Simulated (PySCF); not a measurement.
Record of a relaxation.

Species: C₃H₇ClO.
Atom-mapped SMILES: `[CH3:1][C@H:2]([Cl:3])[CH2:4][OH:5]` (hydrogens: H6, H7, H8 on C1; H9 on C2; H10, H11 on C4; H12 on O5)

Method: PBE0-D3(BJ)/def2-TZVP geometry optimisation, gas phase (PySCF); density fitting, grid level 2; the optimiser is geomeTRIC in internal coordinates, started from a GFN2-xTB structure with every atom displaced at random (about 0.01 Å). The frame can shift and turn from step to step; on so coarse a grid that alone can change the energy by a few meV, and forces under 0.02 eV/Å are noise.

Step 0: E = -17787.4438 eV, largest atomic force 1.972 eV/Å
```
atom  x, y, z in Å  |  force x, y, z in eV/Å
C1      1.533   -0.311   -0.084   -0.676   1.835  -0.247
C2      0.188    0.449   -0.191    1.075  -0.574   0.539
Cl3     0.103    1.721    1.081    0.053   0.090   0.069
C4     -0.984   -0.459   -0.007   -1.483   0.003   0.482
O5     -2.235    0.206   -0.171    0.488   0.593   0.622
H6      1.570   -1.024   -0.882    0.151  -0.588  -0.467
H7      1.603   -0.791    0.873    0.098  -0.350   0.487
H8      2.362    0.410   -0.196   -0.274  -0.399   0.065
H9      0.105    0.996   -1.118   -0.010   0.095  -0.380
H10    -1.003   -1.239   -0.764    0.286  -0.153  -0.163
H11    -0.967   -0.949    0.992    0.293   0.178  -0.407
H12    -2.235    0.962    0.459    0.000  -0.731  -0.601
```

Step 1: E = -17787.5135 eV, largest atomic force 0.205 eV/Å
```
atom  x, y, z in Å  |  force x, y, z in eV/Å
C1      1.506   -0.283   -0.132   -0.148  -0.022   0.026
C2      0.207    0.491   -0.152   -0.034  -0.022  -0.116
Cl3     0.170    1.652    1.225   -0.016  -0.028   0.043
C4     -1.008   -0.418   -0.066    0.092   0.081  -0.057
O5     -2.230    0.265   -0.085    0.071  -0.073   0.178
H6      1.532   -0.990   -0.970   -0.005   0.062   0.076
H7      1.594   -0.842    0.804    0.021  -0.009  -0.084
H8      2.364    0.381   -0.213    0.024   0.038  -0.019
H9      0.114    1.118   -1.044    0.059  -0.043   0.085
H10    -0.989   -1.060   -0.949   -0.033  -0.049  -0.066
H11    -0.912   -1.064    0.814   -0.004  -0.030   0.080
H12    -2.309    0.713    0.765   -0.027   0.097  -0.145
```

Step 2: E = -17787.5252 eV, largest atomic force 0.131 eV/Å
```
atom  x, y, z in Å  |  force x, y, z in eV/Å
C1      1.504   -0.280   -0.136    0.007   0.015   0.017
C2      0.203    0.483   -0.146   -0.012  -0.066  -0.031
Cl3     0.158    1.627    1.246   -0.004   0.011   0.032
C4     -1.005   -0.430   -0.059   -0.002   0.080   0.009
O5     -2.224    0.258   -0.090   -0.053  -0.120   0.001
H6      1.531   -0.972   -0.982    0.006   0.007  -0.004
H7      1.604   -0.854    0.787    0.008  -0.012  -0.017
H8      2.355    0.396   -0.214    0.006  -0.004  -0.006
H9      0.113    1.116   -1.031   -0.001   0.015   0.021
H10    -0.993   -1.085   -0.935    0.000   0.012   0.003
H11    -0.909   -1.063    0.834   -0.018   0.000   0.007
H12    -2.296    0.767    0.724    0.064   0.062  -0.032
```

Step 3: E = -17787.5327 eV, largest atomic force 0.127 eV/Å
```
atom  x, y, z in Å  |  force x, y, z in eV/Å
C1      1.504   -0.276   -0.143    0.053   0.027  -0.007
C2      0.196    0.473   -0.135    0.032  -0.070   0.028
Cl3     0.146    1.598    1.275    0.005   0.036   0.010
C4     -1.007   -0.442   -0.046   -0.011  -0.017   0.001
O5     -2.227    0.241   -0.098   -0.097  -0.068  -0.046
H6      1.534   -0.948   -1.003    0.004  -0.021  -0.046
H7      1.621   -0.872    0.763   -0.014  -0.008   0.032
H8      2.348    0.410   -0.215   -0.015  -0.014   0.010
H9      0.104    1.117   -1.009   -0.036   0.045  -0.024
H10    -0.997   -1.113   -0.911    0.055   0.022   0.025
H11    -0.915   -1.058    0.861   -0.024   0.003  -0.031
H12    -2.266    0.833    0.659    0.049   0.065   0.048
```

Step 4: E = -17787.5350 eV, largest atomic force 0.057 eV/Å
```
atom  x, y, z in Å  |  force x, y, z in eV/Å
C1      1.503   -0.275   -0.146    0.032   0.006  -0.014
C2      0.192    0.469   -0.129    0.019  -0.023   0.022
Cl3     0.142    1.589    1.287    0.008   0.022  -0.004
C4     -1.009   -0.448   -0.040   -0.007  -0.009   0.018
O5     -2.231    0.231   -0.098   -0.046  -0.025  -0.021
H6      1.535   -0.938   -1.015    0.001  -0.007  -0.021
H7      1.624   -0.881    0.753   -0.011  -0.002   0.020
H8      2.344    0.415   -0.212   -0.006  -0.008   0.013
H9      0.094    1.119   -0.998   -0.026   0.017  -0.016
H10    -0.990   -1.125   -0.901    0.022   0.017   0.007
H11    -0.919   -1.059    0.870   -0.014  -0.003  -0.023
H12    -2.246    0.865    0.627    0.029   0.015   0.018
```

Step 5: E = -17787.5356 eV, largest atomic force under 0.02 eV/Å
```
atom  x, y, z in Å  |  force x, y, z in eV/Å
C1      1.503   -0.275   -0.147    0.005  -0.003  -0.007
C2      0.191    0.468   -0.128    0.002   0.006   0.006
Cl3     0.144    1.592    1.286    0.001   0.003  -0.006
C4     -1.010   -0.450   -0.039    0.003  -0.003   0.009
O5     -2.233    0.228   -0.095   -0.006   0.000   0.003
H6      1.535   -0.935   -1.018    0.001   0.003  -0.001
H7      1.620   -0.883    0.752   -0.003  -0.002   0.002
H8      2.344    0.415   -0.208    0.000  -0.001   0.008
H9      0.088    1.120   -0.996   -0.006  -0.007  -0.006
H10    -0.986   -1.124   -0.901    0.002   0.006  -0.005
H11    -0.921   -1.063    0.870    0.001  -0.005  -0.006
H12    -2.235    0.872    0.622    0.001   0.004   0.002
```

Step 6: E = -17787.5357 eV, largest atomic force under 0.02 eV/Å
```
atom  x, y, z in Å  |  force x, y, z in eV/Å
C1      1.503   -0.276   -0.147   -0.005  -0.002   0.000
C2      0.191    0.468   -0.129   -0.002   0.010   0.001
Cl3     0.144    1.594    1.283    0.000  -0.001  -0.003
C4     -1.010   -0.450   -0.039    0.001   0.002   0.006
O5     -2.233    0.228   -0.091    0.006   0.000   0.007
H6      1.537   -0.935   -1.019    0.001   0.004   0.002
H7      1.617   -0.884    0.753   -0.001  -0.002  -0.004
H8      2.344    0.414   -0.205    0.001   0.001   0.004
H9      0.086    1.119   -0.998    0.003  -0.009  -0.003
H10    -0.986   -1.122   -0.903   -0.006   0.002  -0.006
H11    -0.921   -1.066    0.867    0.003  -0.004  -0.001
H12    -2.233    0.872    0.625   -0.001  -0.001  -0.005
```

Q: Summarise the path.

A: The energy falls by 2.12 kcal/mol from step 0 to step 6; nine tenths of that is first reached at step 3. It falls at every step. The largest force goes from 1.972 to under 0.02 eV/Å. Among the bonds C1–C2 changes most, from 1.549 to 1.508 Å; the atoms move by 0.027 Å rms after alignment.

Q: Follow the three bonds and two angles with the largest change from start to end.

A: 
| step | E above end (kcal/mol) | largest force (eV/Å) | C1–C2 (Å) | C4–O5 (Å) | C1–H6 (Å) | C2–C4–H10 (°) | O5–C4–H11 (°) |
| --- | --- | --- | --- | --- | --- | --- | --- |
| 0 | 2.12 | 1.972 | 1.549 | 1.427 | 1.071 | 111.3 | 108.8 |
| 1 | 0.51 | 0.205 | 1.513 | 1.401 | 1.096 | 107.0 | 112.0 |
| 2 | 0.24 | 0.131 | 1.508 | 1.400 | 1.094 | 107.8 | 112.1 |
| 3 | 0.07 | 0.127 | 1.507 | 1.399 | 1.092 | 108.5 | 112.1 |
| 4 | 0.02 | 0.057 | 1.507 | 1.399 | 1.093 | 108.3 | 112.0 |
| 5 | 0.00 | under 0.02 | 1.508 | 1.400 | 1.094 | 108.1 | 111.9 |
| 6 | 0.00 | under 0.02 | 1.508 | 1.400 | 1.094 | 108.0 | 111.9 |

The cost below is that of the whole optimisation. The run took 1.8 min of wall time on one thread, Arm Neoverse V1 (aarch64), no GPU (shared host), and the process peaked at 0.80 GiB of memory.
